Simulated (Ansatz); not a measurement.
`CC(C)=CO` → `[CH2]` (triplet) + `C/C=C/O` at 700 K and 1 bar (formal loss of a carbene).

Computed with Ansatz on PBE0-D4/def2-TZVP structures; ΔE is electronic, products minus reactants. CBS: MP2 limit from def2 TZ/QZ plus the TZ coupled-cluster correction, frozen cores. This one scheme is used for every species. Triplets are unrestricted, without spin–orbit coupling. One conformer a species, not always the lowest.

```
          species  CCSD(T)/CBS energy (Eh)  H − E (kJ/mol)  S (J/(mol·K))
       `CC(C)=CO`               -232.18051           375.3          449.5
`[CH2]` (triplet)                -39.09499            70.4          226.8
        `C/C=C/O`               -192.91632           284.2          381.1
```

H − E and S are ideal-gas, rigid-rotor, harmonic terms from PBE0-D4/def2-TZVP, for one conformer and one mirror image of each species, with the whole ground term of open shells counted as degenerate. 1 Eh = 2625.50 kJ/mol, R = 8.31446 J/(mol·K).

By hand: ΔE, ΔH, ΔS and ΔG.

ΔE = (-39.09499) + (-192.91632) − (-232.18051) = 0.16920 Eh = 444.2 kJ/mol. Δ(H − E) = 70.4 + 284.2 − 375.3 = -20.7, so ΔH = 423.5 kJ/mol. ΔS = 226.8 + 381.1 − 449.5 = 158.4 J/(mol·K). ΔG = 423.5 − 700 × (158.4)/1000 = 312.6 kJ/mol.

By hand: the equilibrium constant, and the temperature at which ΔG would vanish if ΔH and ΔS stayed fixed.

log₁₀ K = −ΔG/(RT ln 10) = -23.3. ΔG = 0 at ΔH/ΔS = 2674 K, far beyond where these terms or the molecules hold.

The number of gas molecules changes by +1, which sets the sign of ΔS. A doubt of 5 kJ/mol in ΔE shifts log₁₀ K by 0.4 here. Other conformers and mirror images would add mixing entropy, several J/(mol·K) or more a flexible species. A triplet takes part, so the spin changes. These are equilibria of isolated gas molecules and say nothing of rates. Largest T1 diagnostic: 0.011 (customary marks: 0.02 for closed shells, 0.045 for open ones).
